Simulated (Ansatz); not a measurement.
Mulliken charges of `C[SiH2]P` from B3LYP/def2-TZVPP in Ansatz (PBE0-D4/def2-TZVP geometry).

```json
{"atom": "C1", "x (Å)": "-1.011", "y (Å)": "0.678", "z (Å)": "-0.906", "charge (e)": "-0.384"}
{"atom": "Si2", "x (Å)": "-0.144", "y (Å)": "-0.647", "z (Å)": "0.091", "charge (e)": "0.315"}
{"atom": "P3", "x (Å)": "1.256", "y (Å)": "0.329", "z (Å)": "1.570", "charge (e)": "-0.157"}
{"atom": "H4", "x (Å)": "-1.729", "y (Å)": "0.230", "z (Å)": "-1.598", "charge (e)": "0.104"}
{"atom": "H5", "x (Å)": "-0.293", "y (Å)": "1.257", "z (Å)": "-1.491", "charge (e)": "0.104"}
{"atom": "H6", "x (Å)": "-1.550", "y (Å)": "1.365", "z (Å)": "-0.251", "charge (e)": "0.110"}
{"atom": "H7", "x (Å)": "0.564", "y (Å)": "-1.592", "z (Å)": "-0.816", "charge (e)": "-0.075"}
{"atom": "H8", "x (Å)": "-1.130", "y (Å)": "-1.428", "z (Å)": "0.888", "charge (e)": "-0.076"}
{"atom": "H9", "x (Å)": "1.889", "y (Å)": "-0.891", "z (Å)": "1.928", "charge (e)": "0.031"}
{"atom": "H10", "x (Å)": "2.232", "y (Å)": "0.647", "z (Å)": "0.587", "charge (e)": "0.029"}
```

**Question.** By hand: the dipole of these point charges (1 e Å = 4.8032 D).

**Answer.** Σ q r = (-0.068, 0.008, -0.148) e Å, of length 0.163 e Å = 0.78 D.

**Question.** How does the dipole of the full density compare? (Best estimate.)

**Answer.** Computed: (-0.047, 0.017, -0.188) e Å, 0.93 D; the point charges give 0.84 times that, at 11° from its direction.

Point charges leave out the atoms' own dipoles, such as those of lone pairs, and Mulliken's split depends on the basis, so the two needn't agree.

B3LYP here is the variant with VWN-RPA as its local correlation; programs differ in this.
